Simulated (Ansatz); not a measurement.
# CHAlO: the cost of one run

Computed with Ansatz 0.2.0, Gaussian basis. Level: def2-QZVPP, all electrons in the functionals.

To be run: PBE, BLYP, r2SCAN, B97M-V, PBE0, B3LYP, at charge 0, triplet; charge 0, singlet; charge 0, quintet; charge 1, doublet; charge 1, quartet.

2 further runs of the same task are left out: 2 set aside as unsound or not needed.

## 1. The system

The geometry is a PBE0/def2-TZVP stationary point (not a proven minimum).

4 atoms, charge 0, spin multiplicity 3.

Atoms are counted from 1 here; the program's logs count them from 0.

Bond lengths: C1–Al2 1.857 Å, C1–H4 1.080 Å, Al2–O3 1.597 Å. Angles: Al2–C1–H4 180.0°, C1–Al2–O3 180.0°.

No dispersion term is added; B97M-V holds VV10 nonlocal correlation. B3LYP takes the VWN-RPA correlation.

The geometry shown and the zero of energy belong to the point charge 0, triplet. The yardstick, UCCSD(T), and other wave-function levels (R restricted, U unrestricted, valence and pair active spaces) come from earlier runs.

## 2. PBE, charge 0, triplet

The input, in.yaml:

```yaml
crystal:
  periodic: [false, false, false]
  atoms:
    - {symbol: C, position_ang: [0.000000, 0.000000, 1.057693]}
    - {symbol: Al, position_ang: [0.000000, 0.000000, -0.799174]}
    - {symbol: O, position_ang: [0.000000, 0.000000, -2.396024]}
    - {symbol: H, position_ang: [0.000000, 0.000000, 2.137505]}
basis:
  gaussian: {orbitals: "def2-QZVPP.json"}
magnetization: {spin_polarized: true, initial_magnetization: 2}
hamiltonian: {xc: {name: PBE}}
output: {orbitals: {seedname: orbitals}}
```

Command:

```
ansatz run in.yaml --threads 1 --pin off --events-out ev --progress --plain --max-ram 2393MiB
```

Q: Estimate wall time and peak memory on 1 thread of Arm Neoverse V2, shared host.

About 12 s, with a peak of 0.38 GiB.
